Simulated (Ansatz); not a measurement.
Geometry optimisation of SiC2.

```yaml
crystal:
  periodic: [false, false, false]
  atoms:
    - {symbol: Si, position_ang: [-0.472180, -1.107070, 1.032430]}
    - {symbol: C, position_ang: [0.422120, 0.995320, -0.925940]}
    - {symbol: C, position_ang: [0.050060, 0.111740, -0.106500]}
basis:
  gaussian: {orbitals: def2-TZVP}
hamiltonian: {xc: pbe, dispersion: d4}
scf: {omitted_lower_state_checks: [starts]}
output: {orbitals: {seedname: orbitals}}
relax: {f_tol: 0.02, max_steps: 100}
```

```sh
$ ansatz run in.yaml --threads 4 --pin off --events-out ev --progress --plain --max-ram 3916MiB
```

Output, abridged:

```
Functional definition: PBE
mean field -9940.55274717 eV, -365.3085755099 hartree, gradient 2.9e-5 eV, S^2 0.000000; 0 other end points of the search recorded, 0 dependent functions left out
relax step   1: F+E_penalty+E_count = -9940.62047551 eV  Δ(F+E_penalty+E_count) = +0.000e0 eV  max|allowed force component| = 2.327e0 eV/Å  Δτ_max = 0.0000 Å  (29 SCF iters, accepted)
mean field -9940.60210784 eV, -365.3103894809 hartree, gradient 8.6e-6 eV, S^2 0.000000; 0 other end points of the search recorded, 0 dependent functions left out
relax step   2: F+E_penalty+E_count = -9940.66985751 eV  Δ(F+E_penalty+E_count) = -4.938e-2 eV  max|allowed force component| = 6.450e-1 eV/Å  Δτ_max = 0.0156 Å  (32 SCF iters, accepted)
mean field -9940.60776882 eV, -365.3105975180 hartree, gradient 9.7e-6 eV, S^2 0.000000; 0 other end points of the search recorded, 0 dependent functions left out
relax step   3: F+E_penalty+E_count = -9940.67563617 eV  Δ(F+E_penalty+E_count) = -5.779e-3 eV  max|allowed force component| = 7.123e-3 eV/Å  Δτ_max = 0.0099 Å  (33 SCF iters, accepted)
mean field -9940.60777400 eV, -365.3105977084 hartree, gradient 8.6e-6 eV, S^2 0.000000; 0 other end points of the search recorded, 0 dependent functions left out
relax step   4: F+E_penalty+E_count = -9940.67563801 eV  Δ(F+E_penalty+E_count) = -1.840e-6 eV  max|allowed force component| = 8.548e-4 eV/Å  Δτ_max = 0.0002 Å  (34 SCF iters, accepted)
mean field -9940.60777415 eV, -365.3105977141 hartree, gradient 8.6e-6 eV, S^2 0.000000; 0 other end points of the search recorded, 0 dependent functions left out
relax step   5: F+E_penalty+E_count = -9940.67563805 eV  Δ(F+E_penalty+E_count) = -3.820e-8 eV  max|allowed force component| = 5.775e-4 eV/Å  Δτ_max = 0.0000 Å  (33 SCF iters, accepted)
mean field -9940.60777539 eV, -365.3105977598 hartree, gradient 8.5e-6 eV, S^2 0.000000; 0 other end points of the search recorded, 0 dependent functions left out
relax step   6: F+E_penalty+E_count = -9940.67563850 eV  Δ(F+E_penalty+E_count) = -4.464e-7 eV  max|allowed force component| = 2.885e-3 eV/Å  Δτ_max = 0.0004 Å  (34 SCF iters, accepted)
mean field -9940.60777858 eV, -365.3105978769 hartree, gradient 8.5e-6 eV, S^2 0.000000; 0 other end points of the search recorded, 0 dependent functions left out
relax step   7: F+E_penalty+E_count = -9940.67563999 eV  Δ(F+E_penalty+E_count) = -1.489e-6 eV  max|allowed force component| = 9.000e-3 eV/Å  Δτ_max = 0.0016 Å  (33 SCF iters, accepted)
mean field -9940.60779089 eV, -365.3105983293 hartree, gradient 1.6e-5 eV, S^2 0.000000; 0 other end points of the search recorded, 0 dependent functions left out
relax step   8: F+E_penalty+E_count = -9940.67564072 eV  Δ(F+E_penalty+E_count) = -7.329e-7 eV  max|allowed force component| = 6.240e-2 eV/Å  Δτ_max = 0.0135 Å  (32 SCF iters, accepted)
mean field -9940.60787962 eV, -365.3106015899 hartree, gradient 1.0e-5 eV, S^2 0.000000; 0 other end points of the search recorded, 0 dependent functions left out
relax step   9: F+E_penalty+E_count = -9940.67574285 eV  Δ(F+E_penalty+E_count) = -1.021e-4 eV  max|allowed force component| = 3.831e-2 eV/Å  Δτ_max = 0.0056 Å  (33 SCF iters, accepted)
mean field -9940.60793978 eV, -365.3106038010 hartree, gradient 9.3e-6 eV, S^2 0.000000; 0 other end points of the search recorded, 0 dependent functions left out
relax step  10: F+E_penalty+E_count = -9940.67581245 eV  Δ(F+E_penalty+E_count) = -6.960e-5 eV  max|allowed force component| = 2.853e-2 eV/Å  Δτ_max = 0.0044 Å  (33 SCF iters, accepted)
mean field -9940.60800069 eV, -365.3106060393 hartree, gradient 1.0e-5 eV, S^2 0.000000; 0 other end points of the search recorded, 0 dependent functions left out
relax step  11: F+E_penalty+E_count = -9940.67588511 eV  Δ(F+E_penalty+E_count) = -7.266e-5 eV  max|allowed force component| = 2.171e-2 eV/Å  Δτ_max = 0.0051 Å  (32 SCF iters, accepted)
mean field -9940.58842004 eV, -365.3098864635 hartree, gradient 1.2e-5 eV, S^2 0.000000; 0 other end points of the search recorded, 0 dependent functions left out
relax step  12: F+E_penalty+E_count = -9940.65657582 eV  Δ(F+E_penalty+E_count) = +1.931e-2 eV  max|allowed force component| = 1.520e0 eV/Å  Δτ_max = 0.1952 Å  (37 SCF iters, rejected (line search))
mean field -9940.61103483 eV, -365.3107175417 hartree, gradient 1.8e-5 eV, S^2 0.000000; 0 other end points of the search recorded, 0 dependent functions left out
relax step  13: F+E_penalty+E_count = -9940.67909463 eV  Δ(F+E_penalty+E_count) = -3.210e-3 eV  max|allowed force component| = 2.140e-1 eV/Å  Δτ_max = 0.0976 Å  (37 SCF iters, accepted)
mean field -9940.61404977 eV, -365.3108283387 hartree, gradient 1.8e-5 eV, S^2 0.000000; 0 other end points of the search recorded, 0 dependent functions left out
relax step  14: F+E_penalty+E_count = -9940.68228570 eV  Δ(F+E_penalty+E_count) = -3.191e-3 eV  max|allowed force component| = 2.292e-1 eV/Å  Δτ_max = 0.0444 Å  (31 SCF iters, accepted)
mean field -9940.62294962 eV, -365.3111554025 hartree, gradient 1.8e-5 eV, S^2 0.000000; 0 other end points of the search recorded, 0 dependent functions left out
relax step  15: F+E_penalty+E_count = -9940.69161877 eV  Δ(F+E_penalty+E_count) = -9.333e-3 eV  max|allowed force component| = 9.248e-2 eV/Å  Δτ_max = 0.0850 Å  (38 SCF iters, accepted)
mean field -9940.63269186 eV, -365.3115134231 hartree, gradient 1.7e-5 eV, S^2 0.000000; 0 other end points of the search recorded, 0 dependent functions left out
relax step  16: F+E_penalty+E_count = -9940.70212104 eV  Δ(F+E_penalty+E_count) = -1.050e-2 eV  max|allowed force component| = 5.688e-1 eV/Å  Δτ_max = 0.0956 Å  (38 SCF iters, accepted)
mean field -9940.63397956 eV, -365.3115607453 hartree, gradient 2.0e-5 eV, S^2 0.000000; 0 other end points of the search recorded, 0 dependent functions left out
relax step  17: F+E_penalty+E_count = -9940.70362058 eV  Δ(F+E_penalty+E_count) = -1.500e-3 eV  max|allowed force component| = 7.260e-1 eV/Å  Δτ_max = 0.0226 Å  (31 SCF iters, accepted)
mean field -9940.63747586 eV, -365.3116892318 hartree, gradient 1.8e-5 eV, S^2 0.000000; 0 other end points of the search recorded, 0 dependent functions left out
relax step  18: F+E_penalty+E_count = -9940.70756804 eV  Δ(F+E_penalty+E_count) = -3.947e-3 eV  max|allowed force component| = 1.113e0 eV/Å  Δτ_max = 0.0864 Å  (38 SCF iters, accepted)
mean field -9940.64761737 eV, -365.3120619255 hartree, gradient 6.8e-6 eV, S^2 0.000000; 0 other end points of the search recorded, 0 dependent functions left out
relax step  19: F+E_penalty+E_count = -9940.71808034 eV  Δ(F+E_penalty+E_count) = -1.051e-2 eV  max|allowed force component| = 8.161e-1 eV/Å  Δτ_max = 0.0429 Å  (33 SCF iters, accepted)
mean field -9940.65660084 eV, -365.3123920619 hartree, gradient 8.4e-6 eV, S^2 0.000000; 0 other end points of the search recorded, 0 dependent functions left out
relax step  20: F+E_penalty+E_count = -9940.72714890 eV  Δ(F+E_penalty+E_count) = -9.069e-3 eV  max|allowed force component| = 1.350e-2 eV/Å  Δτ_max = 0.0649 Å  (31 SCF iters, accepted)
mean field -9940.65660084 eV, -365.3123920619 hartree, gradient 1.0e-5 eV, S^2 0.000000; 0 other end points of the search recorded, 0 dependent functions left out
Total energy: -9940.72717875 eV, -365.3149857522 hartree
Atom 0 at    -0.568060    -0.784803     0.954205 Å, force    -0.004099    -0.002369     0.005152 eV/Å
Atom 1 at     0.129190     0.996407    -0.647410 Å, force     0.002882    -0.011127     0.003109 eV/Å
Atom 2 at     0.438870    -0.211614    -0.306804 Å, force     0.001217     0.013496    -0.008261 eV/Å
Dipole moment:    -0.217883    -0.549573     0.496785 e Å
Checks for a lower state left out: starts
```

Hardware: 4 threads of Arm Neoverse V1 on a shared host. Wall time 9.5 s.

Another isomer (singlet) lies 0.09 eV lower at PBE0-D4/def2-TZVP; other spin states weren't run for this one.
